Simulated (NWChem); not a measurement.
# H2S (hydrogen sulfide) at 6 levels

We compute a comparison of 6 runs (HF/aug-cc-pVTZ, SVWN5/aug-cc-pVTZ, PBE/aug-cc-pVTZ, TPSS/aug-cc-pVTZ, revPBE/aug-cc-pVTZ, MP2/aug-cc-pVTZ) of H2S (hydrogen sulfide). 

The results are computed with NWChem 7.3.0.

### Step 1. The structure to begin with

H2S has 3 atoms, charge 0, and is taken as a singlet. As SMILES, `S`. The S1–H3 distance was set to 1.744 Å, away from the relaxed value.

Bond lengths: S1–H2 1.341 Å. A long bond or contact: S1–H3 1.744 Å.

### Step 2. The energy at HF/aug-cc-pVTZ (run 1)

File mymol.nw:

```
start mymol
title "H2S"
memory stack 880 mb heap 220 mb global 1100 mb

geometry units angstrom noautosym nocenter noautoz
 S      0.822132    -0.149665     0.438938
 H      0.424532     1.128635     0.357438
 H     -0.593400    -0.717100    -0.406300
end

basis spherical bse
 * library aug-cc-pVTZ
end

scf
 thresh 1e-08
 maxiter 80
end

task scf energy
```

Run with:

```sh
$ nwchem mymol.nw > mymol.out
```

The log of the run:

```text
[...]
  functions       =    96
[...]
  wavefunction    = RHF
[...]
         Total SCF energy =   -398.664138973756
      One-electron energy =   -573.471741522738
      Two-electron energy =    163.402665541125
 Nuclear repulsion energy =     11.404937007857
        Time for solution =     20.0s
[...]
```

Wall time 21 s (1 thread of Intel Xeon Platinum 8488C (Sapphire Rapids), shared host); peak memory 0.1 GiB.

### Step 3. The energy at SVWN5/aug-cc-pVTZ (run 2)

File h2s.nw:

```
start h2s
memory 2200 mb
charge 0

geometry noautosym nocenter noautoz
  S     0.822132   -0.149665    0.438938
  H     0.424532    1.128635    0.357438
  H    -0.593400   -0.717100   -0.406300
end

basis spherical bse
  * library aug-cc-pVTZ
end

dft
  xc slater vwn_5
  grid fine
  convergence energy 1e-08
  maxiter 100
  mulliken
  print low
end

task dft energy
```

Run with:

```sh
$ nwchem h2s.nw > h2s.out
```

The log of the run:

```text
[...]
 d= 0,ls=0.0,diis     1   -397.9525494052 -4.09D+02  6.46D-03  5.97D-01     2.1
[...]
 d= 0,ls=0.0,diis    10   -397.9800752783 -1.31D-09  2.89D-07  1.15D-09    13.5
         Total DFT energy =     -397.980075278305
      One electron energy =     -573.541398598814
           Coulomb energy =      189.019298086140
    Exchange-Corr. energy =      -24.862911773488
 Nuclear repulsion energy =       11.404937007857
[...]
      Total Density - Mulliken Population Analysis
     ---------------------------------------------
    Atom       Charge   Shell Charges
 -----------   ------   -------------------------------------------------------
    1 S   16    16.27   2.00  1.79  0.28  1.15  0.69  0.02  5.78  0.92  2.23  1.30  0.05  0.02  0.02  0.02  0.00 -0.00
    2 H    1     0.87   0.23  0.48  0.07 -0.00  0.01  0.04  0.01  0.00  0.01
    3 H    1     0.86   0.16  0.45  0.19  0.00  0.00  0.03  0.02  0.00  0.01
[...]
```

It took 14 s on 1 thread of Intel Xeon Platinum 8488C (Sapphire Rapids), shared host; peak memory 0.11 GiB.

Runs 3 to 5 aren't shown in full; the table further down has their settings and results.

### Step 4. A single-point energy at MP2/aug-cc-pVTZ (run 6)

File h2s.xyz:

```xyz
3

S      0.822132    -0.149665     0.438938
H      0.424532     1.128635     0.357438
H     -0.593400    -0.717100    -0.406300
```

File h2s.nw:

```
echo
start h2s
memory stack 880 mb heap 220 mb global 1100 mb
charge 0
geometry noautosym nocenter noautoz
  load h2s.xyz
end
basis spherical bse
  * library aug-cc-pVTZ
end
scf
  thresh 1e-08
  maxiter 80
end
mp2
  freeze core 5
  tight
end
task mp2
```

Run with:

```sh
$ nwchem h2s.nw > h2s.out
```

The log of the run:

```text
[...]
  functions       =    96
[...]
  wavefunction    = RHF
[...]
         Total SCF energy =   -398.664138973806
      One-electron energy =   -573.471741522960
      Two-electron energy =    163.402665541298
 Nuclear repulsion energy =     11.404937007857
        Time for solution =     20.1s
[...]
          Total MP2 energy          -398.863484120959
[...]
```

Wall time 25 s (1 thread of Intel Xeon Platinum 8488C (Sapphire Rapids), shared host); peak memory 0.16 GiB.

### Step 5. The series

```
run               level  iteration cap  module  energy (Eh)  dipole moment (D)  HOMO energy (eV)  LUMO energy (eV)  wall time
  1      HF/aug-cc-pVTZ             80     scf  -398.664139               1.05            -10.51              0.59       21 s
  2   SVWN5/aug-cc-pVTZ            100     dft  -397.980075                  –                 –                 –       14 s
  3     PBE/aug-cc-pVTZ            100     dft  -399.195146               0.97             -6.25             -2.80       17 s
  4    TPSS/aug-cc-pVTZ            100     dft  -399.395837               0.96             -6.36             -2.64       19 s
  5  revPBE/aug-cc-pVTZ            100     dft  -399.301243               0.95             -6.23             -2.77       17 s
  6     MP2/aug-cc-pVTZ             80     mp2  -398.863484                  –            -10.51              0.59       25 s
```

### Step 6. What came out

| quantity | value |
| --- | --- |
| run 6: total energy | -398.86348 Eh |
| run 6: HOMO energy (Hartree–Fock orbitals) | -10.51 eV |
| run 6: LUMO energy (Hartree–Fock orbitals) | 0.59 eV |
| run 6: HOMO–LUMO gap (Hartree–Fock orbitals) | 11.10 eV |
| run 6: correlation energy (5 core orbitals frozen) | -199.3 mEh |

Over runs 1, 3, 4, 5 the dipole moment (its size) runs from 0.95 D (revPBE/aug-cc-pVTZ) to 1.05 D (HF/aug-cc-pVTZ). Over runs 1, 3, 4, 5 the HOMO–LUMO gap runs from 3.45 eV (revPBE/aug-cc-pVTZ) to 11.10 eV (HF/aug-cc-pVTZ). Exact exchange widens orbital gaps. Totals of different functionals can't be ranked against each other. All runs together took 1.9 min, the longest 25 s.
